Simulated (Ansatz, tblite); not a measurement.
# The cluster Ag2H2: a ladder of methods and basis sets

Aim: run the singlet of the cluster Ag2H2 at one geometry on many levels, and compare frontier levels, spin and run time.

Computed with Ansatz 0.2.0, Gaussian basis. Level: as each input shows.

Plan: GFN1-xTB, GFN2-xTB, PBE-D4/def2-TZVP, r2SCAN-D4/def2-TZVP, CAM-B3LYP-D4/def2-TZVP, HF/def2-TZVP, BHLYP-D4/def2-TZVP, LDA/def2-TZVP, LC-ωPBE/def2-TZVP, PBE-D4/def2-SVP, PBE0-D4/def2-SVP, PBE0-D4/def2-TZVPD, PBE-D4/def2-TZVPD, r2SCAN-D4/def2-TZVPD, CCSD(T)/def2-TZVPP, MP2/def2-TZVP, RPA/def2-TZVP, CCSD(T)/def2-TZVPD.

1 further run of the same task is left out (set aside as unsound or not needed). Runs told in other sessions of the task aren't counted.

## Step 1: The relaxed structure

The geometry is that of the singlet, from an earlier relaxation (PBE0-D4/def2-TZVP). At that level it is the lowest of the isomers that a small search found.

4 atoms, charge 0, spin multiplicity 1.

Bond lengths: Ag1–Ag2 2.739 Å, Ag1–H4 1.711 Å, Ag2–H3 1.649 Å, Ag2–H4 1.812 Å. Angles: Ag2–Ag1–H4 40.3°, Ag1–Ag2–H3 145.6°, Ag1–Ag2–H4 37.7°, H3–Ag2–H4 176.7°, Ag1–H4–Ag2 102.0°.

Ag takes a core potential in the def2 sets. No spin-orbit coupling is included.

PBE0-D4/def2-TZVP was run before; its log isn't repeated, and its numbers join the tables.

## Step 2: GFN1-xTB

Tight binding, by tblite at 300 K electronic temperature and without a spin-polarisation term:

```python
tblite.interface.Calculator('GFN1-xTB', numbers, positions, charge=0, uhf=0).singlepoint()
```

Energy -236.3998 eV, HOMO -9.56 eV, LUMO -8.63 eV; 0.003 s.

## Step 3: GFN2-xTB

Tight binding, by tblite at 300 K electronic temperature and without a spin-polarisation term:

```python
tblite.interface.Calculator('GFN2-xTB', numbers, positions, charge=0, uhf=0).singlepoint()
```

Energy -240.8464 eV, HOMO -9.20 eV, LUMO -6.87 eV; 0.002 s.

## Step 4: PBE-D4/def2-TZVP

start.molden holds the orbitals of an earlier run on this state, given as this run's starting guess.

Contents of in.yaml:

```yaml
crystal:
  periodic: [false, false, false]
  atoms:
    - {symbol: Ag, position_ang: [-1.591905, -1.234923, -0.293806]}
    - {symbol: Ag, position_ang: [0.575988, 0.383029, 0.132776]}
    - {symbol: H, position_ang: [2.063467, 0.509012, 0.832700]}
    - {symbol: H, position_ang: [-1.047550, 0.342882, -0.671681]}
basis:
  gaussian: {orbitals: def2-TZVP, initial_orbitals: start.molden}
hamiltonian: {xc: pbe, dispersion: d4}
scf: {omitted_lower_state_checks: [starts]}
output: {orbitals: {seedname: orbitals}}
```

The run is started by

```console
> ansatz run in.yaml --threads 4 --pin off --events-out ev --progress --plain --max-ram 3916MiB
```

The runs that follow: r2SCAN-D4/def2-TZVP; CAM-B3LYP-D4/def2-TZVP; HF/def2-TZVP; BHLYP-D4/def2-TZVP; LDA/def2-TZVP; LC-ωPBE/def2-TZVP; PBE-D4/def2-SVP; PBE0-D4/def2-SVP; PBE0-D4/def2-TZVPD; PBE-D4/def2-TZVPD; r2SCAN-D4/def2-TZVPD; CCSD(T)/def2-TZVPP; MP2/def2-TZVP; RPA/def2-TZVP; CCSD(T)/def2-TZVPD.

**Question.** What will the summary of the whole plan be? Wanted: gap in def2-TZVP, named functionals and Hartree-Fock, smallest and largest; correlation energy, CCSD(T)/def2-TZVPP; correlation energy, MP2/def2-TZVP; correlation energy, CCSD(T)/def2-TZVPD; binding an atom, CCSD(T)/def2-TZVPP; PBE0 total energy, smallest basis above largest.

The runs gave:

| quantity | value |
| --- | --- |
| gap in def2-TZVP, named functionals and Hartree-Fock, smallest and largest | 1.26 eV (PBE-D4), 7.45 eV (HF) |
| correlation energy, CCSD(T)/def2-TZVPP | -37.63 eV |
| correlation energy, MP2/def2-TZVP | -27.27 eV |
| correlation energy, CCSD(T)/def2-TZVPD | -26.65 eV |
| binding an atom, CCSD(T)/def2-TZVPP | 1.471 eV |
| PBE0 total energy, smallest basis above largest | 2.06 eV (def2-SVP, def2-TZVPD) |

Orbital gaps of the named functionals and Hartree-Fock in def2-TZVP span 1.26 eV (PBE-D4) to 7.45 eV (HF); exact exchange widens it. The functionals in def2-TZVP miss CCSD(T)/def2-TZVPP by -0.113 (BHLYP-D4) to +0.340 eV (LDA) an atom. The reference is CCSD(T) in one finite basis, so it carries an error of its own, often a tenth of an eV or more, and near misses can't be ranked.
